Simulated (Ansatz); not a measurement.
**C3H2O: how energies converge with the basis set**

An exercise on one series of results from a longer session: the logs are not shown, and one member is left open.

The runs use Ansatz 0.2.0, Gaussian basis; one geometry, several basis sets.

Plan: PBE0-D4/def2-SVP; ωB97M-V/def2-SVP; PBE0-D4/def2-QZVPP; ωB97M-V/def2-QZVPP; CCSD(T)/cc-pV(D+d)Z; CCSD(T)/cc-pV(T+d)Z; CCSD(T)/cc-pV(Q+d)Z; the functionals' def2-TZVPP values are taken from earlier runs.

## Structure used throughout

The geometry comes from an earlier relaxation with PBE0-D4 in a triple-zeta def2 set; it is a stationary point.

6 atoms, charge 0, spin multiplicity 1.

Atoms are counted from 1 here; the program's logs count them from 0.

Bond lengths: O1–C2 1.196 Å, C2–C3 1.424 Å, C2–C4 1.424 Å, C3–C4 1.339 Å, C3–H5 1.083 Å, C4–H6 1.083 Å. Angles: O1–C2–C3 152.0°, O1–C2–C4 152.0°, C3–C2–C4 56.1°, C2–C3–C4 62.0°, C2–C3–H5 154.0°, C4–C3–H5 144.1°, C2–C4–C3 62.0°, C2–C4–H6 154.0°, C3–C4–H6 144.1°.

The first run:

Input file in.yaml:

```yaml
crystal:
  periodic: [false, false, false]
  atoms:
    - {symbol: O, position_ang: [-0.020132, -1.860645, 0.852058]}
    - {symbol: C, position_ang: [-0.008383, -0.772880, 0.353942]}
    - {symbol: C, position_ang: [0.589298, 0.229129, -0.462180]}
    - {symbol: C, position_ang: [-0.581244, 0.510078, 0.123637]}
    - {symbol: H, position_ang: [1.362111, 0.622759, -1.110324]}
    - {symbol: H, position_ang: [-1.341650, 1.271547, 0.242866]}
basis:
  gaussian: {orbitals: def2-SVP}
hamiltonian: {xc: pbe0, dispersion: d4}
output: {orbitals: {seedname: orbitals}}
```

Started as:

```bash
$ ansatz run in.yaml --threads 2 --pin off --events-out ev --progress --plain --max-ram 32768MiB --backend cpu
```

Steps of the session up to this table: PBE0-D4 in def2-SVP; ωB97M-V in def2-SVP; PBE0-D4 in def2-QZVPP; ωB97M-V in def2-QZVPP.

One table of the session follows, with a row left open; its other results are not shown here.

It belongs to the step «Functionals by basis». 

| functional | basis | HOMO (eV) |
| --- | --- | --- |
| PBE0-D4 | def2-SVP | -6.90 |
| PBE0-D4 | def2-TZVPP | -7.02 |
| PBE0-D4 | def2-QZVPP | -7.05 |
| ωB97M-V | def2-SVP | ? |
| ωB97M-V | def2-TZVPP | -9.31 |
| ωB97M-V | def2-QZVPP | -9.35 |

Estimate the missing values for ωB97M-V, def2-SVP.

**Answer.** HOMO (eV): -9.18. In the column «HOMO (eV)» it lies between ωB97M-V, def2-TZVPP (-9.31) and PBE0-D4, def2-QZVPP (-7.05).
